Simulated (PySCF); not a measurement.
**Simulated absorption spectrum**

Species: sulfuryl chloride fluoride, ClFO2S.
Structure used (GFN2-xTB), in Å, numbered top down from 1:
```xyz
5
ClFO2S angstrom
O     -0.518   -0.951   -1.075
S     -0.147   -0.155    0.027
O     -0.577   -0.421    1.343
F     -0.597    1.369   -0.318
Cl     1.847    0.161    0.005
```

Theory: PySCF, TDDFT wB97X-D/def2-SVPD, vertical, gas phase, core orbitals frozen in the response.

Computed states:

| state | E (eV) | f |
| --- | --- | --- |
| S1 | 5.81 | 0.0024 |
| S2 | 6.20 | 0.0019 |
| S3 | 6.58 | 0.0004 |
| S4 | 7.59 | 0.0004 |
| S5 | 8.00 | 0.166 |
| S6 | 8.05 | 0.0001 |
| S7 | 8.36 | 0.022 |
| S8 | 8.91 | 0.014 |

Broadening: Gaussians 0.25 eV wide at half height, area fixed by f = 4.319×10⁻⁹ ∫ε dν̃. The cross-section is σ = 3.8235×10⁻²¹ ε cm², given in Mb (10⁻¹⁸ cm²). The width is an assumption, not a result. The curve ends short of the highest state used, and states not computed would add to its high-energy end.

Question: What does the envelope look like, and where are its maxima?

Answer: 
| λ (nm) | σ (Mb) |
| --- | --- |
| 149.2 | 9.31 |
| 151.4 | 17.04 |
| 153.7 | 57.08 |
| 155.9 | 61.41 |
| 158.2 | 20.47 |
| 160.4 | 2.60 |
| 162.7 | 0.25 |
| 165.0 | 0.12 |
| 167.2 | 0.04 |
| 169.5 | 0.01 |
| 171.7 | 0.00 |
| 174.0 | 0.00 |
| 176.2 | 0.00 |
| 178.5 | 0.00 |
| 180.7 | 0.01 |
| 183.0 | 0.03 |
| 185.2 | 0.10 |
| 187.5 | 0.17 |
| 189.7 | 0.16 |
| 192.0 | 0.13 |
| 194.2 | 0.20 |
| 196.5 | 0.45 |
| 198.7 | 0.71 |
| 201.0 | 0.74 |
| 203.2 | 0.53 |
| 205.5 | 0.34 |
| 207.8 | 0.41 |
| 210.0 | 0.69 |
| 212.3 | 0.95 |
| 214.5 | 0.93 |
| 216.8 | 0.66 |
| 219.0 | 0.36 |
| 221.3 | 0.14 |
| 223.5 | 0.04 |
| 225.8 | 0.01 |
| 228.0 | 0.00 |

Maxima: 213 nm (5.81 eV), ε about 260, made up of S1 (100%); 200 nm (6.20 eV), ε about 200, made up of S2 (100%); 189 nm (6.58 eV), ε about 46, made up of S3 (99%); 155 nm (8.00 eV), ε about 18000, made up of S5 (100%) (ε in L mol⁻¹ cm⁻¹; maxima over ε = 5, shares over 10%). At its high-energy end, 8.31 eV, the curve is still rising (ε about 2400, from S5 and S7).

Question: On this curve, what absorbance would a 10⁻³ mol/L sample give at 193 nm over a 1 cm path?

Answer: 193 nm is 6.424 eV, where ε is about 37 L mol⁻¹ cm⁻¹, so A = ε c l ≈ 0.037 (Beer–Lambert, with the gas-phase spectrum and the assumed width).

Question: What would ε be at 8.00 eV, the highest of these maxima, with half the width (0.125 eV)?

Answer: About 35700 L mol⁻¹ cm⁻¹ against 17900, a factor of about 2.00; a lone state at its own centre would give exactly 2.

Question: Coming from long wavelengths, where does ε first pass 100 L mol⁻¹ cm⁻¹?

Answer: At about 219 nm (5.67 eV), 0.14 eV below S1.
